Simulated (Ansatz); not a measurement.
Energy needed to pull apart SiH₂S₂ (SMILES S=[SiH]S), closed shell, into free ground-state atoms, from the structure below (at a frame of a short PBE0-D4/def2-SVP trajectory); no zero-point or spin–orbit terms; open-shell atoms are treated unrestricted, in their ground-state multiplicity.

S1  (-1.876, 0.679, 0.806)
Si2  (-0.575, -0.365, -0.196)
S3  (1.601, 0.069, -0.157)
H4  (-0.952, -1.206, -1.316)
H5  (1.319, 1.064, 0.747)
(Å)

Computed with Ansatz 0.2.0 (basis: def2-TZVPP); correlated methods freeze the cores.

```json
{"method": "PBE-D4", "atomization energy (eV)": "15.55"}
{"method": "r2SCAN-D4", "atomization energy (eV)": "15.42"}
{"method": "PBE0-D4", "atomization energy (eV)": "15.18"}
{"method": "wB97M-V", "atomization energy (eV)": "15.37"}
{"method": "HF", "atomization energy (eV)": "?"}
{"method": "MP2", "atomization energy (eV)": "?"}
{"method": "CCSD", "atomization energy (eV)": "14.20"}
{"method": "CCSD(T)", "atomization energy (eV)": "14.61"}
```

Q: What does MP2 give? (An estimate is asked for; the value comes from the calculation.)

A: By the calculation: 14.90 eV, which is about 0.29 eV more than CCSD(T)/def2-TZVPP.

Q: What does HF give? (To be estimated.)

A: By the calculation: 10.25 eV, which is about 4.36 eV less than CCSD(T)/def2-TZVPP.

In triple zeta the MP2 and coupled-cluster atomization energies are still short of their basis limit by a few kcal/mol a bond, whereas those of the functionals are nearly converged, so these differences are not deviations from converged CCSD(T).

The T1 diagnostic stays at or below 0.017.

For scale, one of the runs: CCSD(T)/def2-TZVPP forces, 154 basis functions, launched by `ansatz run in.yaml --threads 2 --pin off --events-out ev --progress --plain --max-ram 3481MiB`. Time: 4.5 min of wall clock on 2 CPU threads of an AMD EPYC; the host was shared. Peak host memory: 1.5 GiB.
